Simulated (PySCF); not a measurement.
## Orbital energies and ionisation energy

Species: phosphorous acid, H3O3P.
Z-matrix (Å and degrees, PBE0-D3(BJ)/def2-SVP geometry), rows numbered from 1:
```
O 
P   1  1.6427
O   2  1.6448  1   97.65
O   2  1.6439  1   97.50  3    99.63
H   1  0.9649  2  110.32  3    91.92
H   3  0.9646  2  110.15  1  -163.39
H   4  0.9642  2  109.95  1   103.06
```

Level: PBE0/def2-SVPD (PySCF). Frontier orbitals with their largest atomic shares (Löwdin; up to four atoms above 4 %):

```json
{"orbital": "HOMO−3", "ε (eV)": "-10.28", "main atoms": "O3 44 %, O4 35 %, P2 8 %, O1 7 %"}
{"orbital": "HOMO−2", "ε (eV)": "-10.17", "main atoms": "O1 56 %, O4 19 %, O3 11 %, P2 7 %"}
{"orbital": "HOMO−1", "ε (eV)": "-9.53", "main atoms": "O4 33 %, O3 32 %, O1 25 %"}
{"orbital": "HOMO", "ε (eV)": "-7.23", "main atoms": "?"}
{"orbital": "LUMO", "ε (eV)": "0.27", "main atoms": "P2 28 %, O4 24 %, O1 21 %, O3 11 %"}
{"orbital": "LUMO+1", "ε (eV)": "0.31", "main atoms": "O3 30 %, P2 27 %, H6 13 %, O4 13 %"}
{"orbital": "LUMO+2", "ε (eV)": "0.46", "main atoms": "O1 19 %, P2 18 %, O4 17 %, O3 13 %"}
```

Task: What vertical ionisation energy does ΔSCF give, and how far is −ε(HOMO) from it?

Result: ΔSCF: 9.60 eV (926 kJ/mol; threshold wavelength 129 nm); ⟨S²⟩ of the doublet left behind is 0.756, against 0.75 for a pure doublet. −ε(HOMO) is 7.23 eV, 2.37 eV below it. For the exact functional −ε(HOMO) would equal the first vertical ionisation energy; PBE0 (global hybrid, 25 % exact exchange) falls short of its own ΔSCF value by 25 %.

Task: On which atoms does the HOMO lie?

Result: P2 (three-coordinate phosphorus) 47 %, O1 (hydroxyl oxygen) 17 %, O3 (hydroxyl oxygen) 17 %, O4 (hydroxyl oxygen) 16 %. The HOMO−1 lies 2.30 eV lower.

Task: Shift the occupied levels rigidly so that −ε(HOMO) equals the ΔSCF value. What binding energies result?

Result: The shift is +2.37 eV: HOMO 9.60, HOMO−1 11.90, HOMO−2 12.54, HOMO−3 12.65 eV. A rigid shift is only a rough guide to the deeper ionisations.

Task: What total energies stand behind the ΔSCF value?

Result: E(N) = -568.26528 Eh and E(N − 1) = -567.91253 Eh at the same geometry, 0.35275 Eh apart.

Task: What kinetic energy would electrons from this vertical process carry with He II light (40.814 eV)?

Result: 40.81 − 9.60 = 31.21 eV.

Task: With α = 40.2 au, estimate the like-pair dispersion coefficient by London's formula C6 = (3/4)α²I.

Result: I = 0.3528 Eh, so C6 ≈ 427 au, a rough estimate.

The structure is a single PBE0-D3(BJ)/def2-SVP conformer in the gas phase; no vibrational or solvent corrections.

The run behind these numbers computed excited states and ΔSCF ions as well. The run took 7.5 s of wall time on Intel Xeon 6975P-C, one thread, on a shared host, and the process peaked at 0.51 GiB of memory.
